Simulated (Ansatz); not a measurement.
# SiH2O (quintet): the correlation ladder, def2-QZVPP

The task here is to estimate one member of a computed series from the others.

The runs use Ansatz 0.2.0, Gaussian basis; def2-QZVPP, core rule «outside noble gas», up to 6 orbitals frozen.

To be run: UHF; ROHF; CCSD(T) on UHF.

2 further runs of the same task are left out: 2 set aside as unsound or not needed.

**What is computed**

The geometry is a PBE0/def2-TZVP stationary point (not a proven minimum) of the parent state, kept for this charge and spin.

4 atoms, charge 0, spin multiplicity 5.

Atoms are counted from 1 here; the program's logs count them from 0.

Bond lengths: Si1–O2 1.654 Å, Si1–H3 1.497 Å, O2–H4 0.960 Å. Angles: O2–Si1–H3 116.3°, Si1–O2–H4 116.5°.

Set-up of the first run:

File in.yaml:

```yaml
crystal:
  periodic: [false, false, false]
  atoms:
    - {symbol: Si, position_ang: [0.025157, -0.096377, 0.597723]}
    - {symbol: O, position_ang: [-0.094714, 0.094069, -1.040960]}
    - {symbol: H, position_ang: [0.079727, 1.161161, 1.408550]}
    - {symbol: H, position_ang: [0.722716, 0.031127, -1.540129]}
basis:
  gaussian: {orbitals: "def2-QZVPP.json"}
magnetization: {spin_polarized: true, initial_magnetization: 4}
hamiltonian: {xc: hf}
output: {orbitals: {seedname: orbitals}}
```

The run is started by

```sh
> ansatz run in.yaml --threads 1 --pin off --events-out ev --progress --plain --max-ram 2393MiB
```

Steps of the session up to this table: UHF; ROHF; CCSD(T) on UHF.

One table of the session follows, with a row left open; its other results are not shown here.

It belongs to the step «Misses and costs». 

| method | from UCCSD(T) (meV) |
| --- | --- |
| ROHF | ? |
| UHF | +9192.4 |
| UMP2 | +1079.5 |
| UCCSD | +332.5 |
| UCCSD(T) | 0 |

**Question.** Estimate the row for ROHF.

**Answer.** from UCCSD(T) (meV): +9371.9. In the column «from UCCSD(T) (meV)» it is the highest.
